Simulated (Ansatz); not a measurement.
B₃H₂. Total charge 0; doublet. Geometry r2SCAN-D4/def2-TZVP.

```xyz
5

B    -1.239    0.341   -0.121
B    -0.371   -0.852    0.299
B     0.173    0.906   -0.319
H     1.220    1.423   -0.500
H     0.217   -1.819    0.640
```

The structure comes from a short search, and lower isomers may exist.

Question: Estimate the α-spin orbital energies around the gap (eV) in Ansatz with PBE-D4/def2-TZVPD, r2SCAN-D4/def2-TZVP, PBE0-D4/def2-SVP, PBE0-D4/def2-TZVP, BHLYP-D4/def2-TZVP.

Answer: 
| orbital | PBE-D4/def2-TZVPD | r2SCAN-D4/def2-TZVP | PBE0-D4/def2-SVP | PBE0-D4/def2-TZVP | BHLYP-D4/def2-TZVP |
| --- | --- | --- | --- | --- | --- |
| HOMO−5 | -15.16 | -16.01 | -17.21 | -17.30 | -19.19 |
| HOMO−4 | -11.25 | -11.77 | -12.83 | -12.93 | -14.48 |
| HOMO−3 | -10.70 | -11.16 | -12.27 | -12.32 | -13.84 |
| HOMO−2 | -7.16 | -7.38 | -8.46 | -8.45 | -9.67 |
| HOMO−1 | -6.91 | -7.25 | -7.87 | -7.87 | -8.47 |
| HOMO | -6.57 | -6.74 | -7.54 | -7.54 | -8.32 |
| LUMO | -2.79 | -2.57 | -1.88 | -1.90 | -0.91 |
| LUMO+1 | -2.32 | -2.09 | -1.34 | -1.35 | -0.23 |
| LUMO+2 | -0.52 | -0.10 | 0.62 | 0.45 | 1.45 |
| LUMO+3 | 0.06 | 1.51 | 2.35 | 1.51 | 2.00 |
| LUMO+4 | 0.26 | 1.77 | 2.57 | 1.58 | 2.06 |
| LUMO+5 | 0.52 | 2.10 | 4.38 | 1.94 | 2.64 |
| β HOMO | -6.34 | -6.49 | -7.27 | -7.28 | -8.06 |
| β LUMO | -5.64 | -5.22 | -4.56 | -4.51 | -3.38 |
